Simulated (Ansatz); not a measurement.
Worked example: vertical ionisation energy of BH2SF (SMILES FBS)

BH2SF: 5 atoms, total charge 0, spin state singlet. SMILES: `FBS`. Geometry: relaxed at PBE0-D4/def2-TZVP. This is one conformer, not always the lowest.

Both states at this one shape; open shells run unrestricted unless said. 1 Eh = 27.2114 eV.

```
                                  level  program  singlet BH2SF (Eh)  doublet BH2SF+ (Eh)
                         PBE0/def2-SVPD   Ansatz         -523.683740          -523.280584
CCSDT(Q)/STO-3G, 7 core orbitals frozen   Ansatz         -516.939426          -516.685777
```

**Question.** Work out the vertical ionisation energy at each level.

**Answer.** 
1. PBE0/def2-SVPD: -523.280584 − (-523.683740) = 0.403156 Eh = 10.97 eV.
2. CCSDT(Q)/STO-3G: -516.685777 − (-516.939426) = 0.253649 Eh = 6.90 eV.

No measured value is set beside it here; the levels span 6.90 to 10.97 eV. Minimal sets are far from the basis-set limit.
